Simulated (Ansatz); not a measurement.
Property card for HfV$_{2}$

Level of theory: DFT PBEsol, scalar-relativistic, plane waves, PAW in Ansatz 0.2.0.

Plane waves to 420 eV, a k mesh through Γ of 8×8×8 on the computed 6-atom cell and Gaussian smearing (0.10 eV); no spin polarisation.

The structure is relaxed at this level of theory with its symmetry kept. Whether it is the stable form of this composition wasn't checked.

```xyz
6
Lattice="0.0000 3.6089 3.6089 3.6089 0.0000 3.6089 3.6089 3.6089 0.0000" Properties=species:S:1:pos:R:3 pbc="T T T"
Hf    3.6089    3.6089    3.6089
Hf    5.4134    5.4134    5.4134
V     0.9022    0.9022    0.9022
V     0.9022    2.7067    2.7067
V     2.7067    2.7067    0.9022
V     2.7067    0.9022    2.7067
```

```
Space group                                                       : Fd-3m (No. 227)
Volume per atom                                                   : 15.67 Å³
Formation energy from the elements' standard states (uncorrected) : +0.035 eV/atom
Kohn–Sham band gap                                                : none (metal)
Density of states at the Fermi level                              : 12.60 states/eV per cell
Löwdin character within 0.5 eV of the Fermi level                 : V 3d 59 %, Hf 5d 27 %, unprojected 6 %
Bulk modulus                                                      : 157 GPa
Its pressure derivative                                           : 3.9
Bader charges (e)                                                 : Hf (2 in the cell) 0.69, V (4 in the cell) -0.35
```

Spin-orbit coupling is left out, which matters for the bands of heavy elements.

A ferromagnetic start lost its moments in a first run, so spin was left out; other magnetic orders weren't tried.

Cost: 9 runs of about 3.4 core-minutes in all, on Arm Neoverse V1 (shared hosts).